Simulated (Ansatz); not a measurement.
Cartesian coordinates in Å:
```
F 0.787 0.262 -1.581
C 0.751 0.011 -0.257
F 1.441 0.991 0.360
C -0.698 0.047 0.217
Cl -0.750 -0.201 1.960
Cl -1.626 -1.178 -0.642
H 1.227 -0.953 -0.056
H -1.132 1.021 -0.002
```

The species carries charge 0 and has multiplicity 1.

Question: List the ωB97M-V/def2-TZVPP orbital energies in eV (Ansatz). (Best estimate.)

Answer: Computed: Occupied: -2772.74, -2772.74, -678.49, -678.49, -286.65, -285.36, -263.11, -263.11, -200.65, -200.65, -200.42, -200.42, -200.42, -200.42, -38.58, -36.93, -28.79, -26.32, -23.86, -21.13, -19.06, -18.67, -17.94, -16.19, -15.72, -14.98, -14.83, -14.51, -13.39, -12.12, -12.08, -11.43, -11.39. Lowest empty: 1.95, 2.65, 3.05, 3.59, 4.75, 5.14, 5.82, 6.81.
